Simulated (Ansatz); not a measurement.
# BeLiH (quintet): the correlation ladder, def2-TZVPP

One table from this session's results is given with a row withheld; the runs are named, their logs left out.

The runs use Ansatz 0.2.0, Gaussian basis; def2-TZVPP, core rule «outside noble gas», up to 2 orbitals frozen.

To be run: UHF; ROHF; CCSD(T) on UHF.

2 further runs of the same task are left out: 2 set aside as unsound or not needed.

## What is computed

The geometry is a PBE0/def2-TZVP stationary point (not a proven minimum) of the parent state, kept for this charge and spin.

3 atoms, charge 0, spin multiplicity 5.

Atoms are counted from 1 here; the program's logs count them from 0.

Bond lengths: Li1–H3 1.836 Å, Be2–H3 1.407 Å. Angles: Li1–H3–Be2 97.0°.

Set-up of the first run:

File in.yaml:

```yaml
crystal:
  periodic: [false, false, false]
  atoms:
    - {symbol: Li, position_ang: [0.000000, -0.047316, 1.389798]}
    - {symbol: Be, position_ang: [0.000000, -0.073663, -1.056032]}
    - {symbol: H, position_ang: [0.000000, 0.984461, -0.128421]}
basis:
  gaussian: {orbitals: def2-TZVPP}
magnetization: {spin_polarized: true, initial_magnetization: 4}
hamiltonian: {xc: hf}
output: {orbitals: {seedname: orbitals}}
```

Run with:

```
> ansatz run in.yaml --threads 1 --pin off --events-out ev --progress --plain --max-ram 4096MiB --backend cpu
```

Steps of the session up to this table: UHF; ROHF; CCSD(T) on UHF.

One of the session's tables, all rows but one given; the rest of the session is left out.

It belongs to the step «Misses and costs». 

| method | from UCCSD(T) (meV) |
| --- | --- |
| ROHF | +639.7 |
| UHF | +639.2 |
| UMP2 | +222.1 |
| UCCSD | ? |
| UCCSD(T) | 0 |

**Question.** Estimate the row for UCCSD.

The run gave: from UCCSD(T) (meV): +10.5. In the column «from UCCSD(T) (meV)» it lies between UCCSD(T) (0) and UMP2 (+222.1).
